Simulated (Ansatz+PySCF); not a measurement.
**singlet CH₅N: levels of theory in one basis**

| atom | x (Å) | y (Å) | z (Å) |
| --- | --- | --- | --- |
| C | 0.0000 | 0.0315 | -0.6953 |
| N | 0.0000 | 0.0705 | 0.7510 |
| H | 0.0000 | -0.9776 | -1.1599 |
| H | -0.8819 | 0.5659 | -1.0833 |
| H | 0.8819 | 0.5659 | -1.0833 |
| H | -0.8127 | -0.4182 | 1.1206 |
| H | 0.8127 | -0.4182 | 1.1206 |

Basis set: def2-SVP (spherical functions). Frozen core: 2 orbitals. Charge 0, multiplicity 1.

Computed with Ansatz (development build ahead of 0.2.0); each method stands on the lowest determinant of its kind that the runs found. NEVPT2 correlates all electrons. Active spaces start from the frontier orbitals, and the lowest solution found is given.

```csv
method,E − E(RHF) (eV),<S²> of the determinant
RHF,0.00,0.00
RHF-CCSD,-9.67,–
RHF-CCSD(T),-9.90,–
"CASSCF(2,2)",-0.50,–
"SC-NEVPT2(2,2)",-8.99,–
```

What does RHF-MP2 give on the same scale?

-8.85 eV.

Is a single determinant a sound starting point here?

By this sign, yes. Unrestricted orbitals gain 0.00 eV and <S²> is 0.00 against 0.00 for a pure state. The CASSCF(2,2) natural occupations are 1.98, 0.02.

Caution for CASSCF(2,2): other starts end on other solutions of this active space.
